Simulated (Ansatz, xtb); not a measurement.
# Relative energy of two structures of CH4AlSi+

Structure a: a singlet given by its coordinates. Structure b: a singlet given by its coordinates. Both are gas-phase species (loosely bound parts included), relaxed with r2SCAN-D4/def2-TZVP.

a (Å):

| atom | x (Å) | y (Å) | z (Å) |
| --- | --- | --- | --- |
| C | -0.5299 | 0.8187 | 0.0746 |
| Al | -3.7895 | 0.7139 | 3.0244 |
| Si | -1.4749 | 1.5977 | 1.4519 |
| H | -0.5421 | 1.5016 | -0.7867 |
| H | 0.5272 | 0.7549 | 0.3697 |
| H | -0.8833 | -0.1638 | -0.2329 |
| H | -0.8055 | 2.9185 | 1.6847 |

Close contacts (Å): C1–Si3 1.84, Al2–Si3 2.93, C1–H4 1.10, C1–H5 1.10, C1–H6 1.09, Si3–H7 1.50.

b (Å):

```yaml
atoms:
  - { symbol: C, position_ang: [0.8412, -0.5453, 0.8247] }
  - { symbol: Al, position_ang: [-0.7829, -0.6178, 1.6680] }
  - { symbol: Si, position_ang: [1.1725, 0.4008, -0.5773] }
  - { symbol: H, position_ang: [0.1074, 1.2261, -1.1765] }
  - { symbol: H, position_ang: [-2.1833, -0.6421, 2.3444] }
  - { symbol: H, position_ang: [2.4928, 0.4326, -1.2277] }
  - { symbol: H, position_ang: [1.6598, -1.1399, 1.2328] }
```

Close contacts (Å): C1–Al2 1.83, C1–Si3 1.72, C1–H7 1.09, Al2–H5 1.56, Si3–H4 1.47, Si3–H6 1.47.

Energies in hartree; the thermal terms are from r2SCAN-D4/def2-TZVP harmonic frequencies (ideal gas, rigid rotor, one conformer each, 298.15 K, 1 atm) and include the zero-point energy:

|  | a | b |
| --- | --- | --- |
| E, CCSD(T)/def2-TZVP | −571.161398 | −571.147626 |
| zero-point energy | 0.042871 | 0.037743 |
| H(298 K) − E | 0.049808 | 0.043981 |
| G(298 K) − E | 0.012942 | 0.009966 |

Work out ΔE, ΔE₀, ΔH and ΔG for a → b in kJ/mol (1 Eh = 2625.50 kJ/mol) and the equilibrium ratio [b]/[a].

1. ΔE = −571.147626 − (−571.161398) = +0.013772 Eh = +36.16 kJ/mol.
2. ΔE₀ = ΔE + ΔZPE = +0.013772 + (−0.005128) Eh = +22.69 kJ/mol.
3. ΔH = ΔE + (−0.005827) Eh = +20.86 kJ/mol.
4. ΔG = ΔE + (−0.002976) Eh = +28.34 kJ/mol, so ΔS = (ΔH − ΔG)/T = −25.1 J/(mol K).
5. kT = 0.9442 mEh, so K = [b]/[a] = exp(−ΔG/kT) = exp(−11.43) ≈ 1.1 × 10^−5.

Structure a is favoured at this temperature. An error of 4 kJ/mol in ΔG would change K by a factor of 5. Mirror images and further conformers aren't counted.

Other levels gave ΔE = +14.7 (r2SCAN-D4/def2-TZVP); +50.7 (HF/def2-TZVP); +12.6 (MP2/def2-TZVP) kJ/mol. The correlated steps freeze 11 core orbitals. Programs: Ansatz 0.2.0.
